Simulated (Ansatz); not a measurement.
Rock-salt CaO, treated with G0W0@PBE (Ansatz, an electronic-structure program, hard PAW, contour deformation).

The cell has the measured lattice parameters. Conventional cell: a = 4.8110 Å, b = 4.8110 Å, c = 4.8110 Å, α = 90.00°, β = 90.00°, γ = 90.00°.

The quasiparticle gap at Γ at a fixed k mesh 4×4×4:

```json
[
 {"response cutoff": "150 eV, 213 empty bands", "value (eV)": "6.330"},
 {"response cutoff": "200 eV, 328 empty bands", "value (eV)": "6.423"},
 {"response cutoff": "250 eV, 459 empty bands", "value (eV)": "6.474"},
 {"response cutoff": "300 eV, 603 empty bands", "value (eV)": "6.502"}
]
```

Q: Taking the value to converge with the response cutoff E as E^(−3/2), extrapolate from the last two rows.

A: With y = y∞ + c/w and weights w = 3953 and 5196 for the last two rows, y∞ = (w2 y2 − w1 y1)/(w2 − w1) = (5196 × 6.502 − 3953 × 6.474)/1243 = 6.591 eV, which lies 0.089 beyond the last row. Successive pairs of rows give 6.595, 6.602, 6.591. The limit also hangs on the law assumed, so its last digits aren't firm.

The other settings are not extrapolated, so this is the limit in one setting alone.

The smallest gap on this mesh is 5.97 eV, away from Γ.
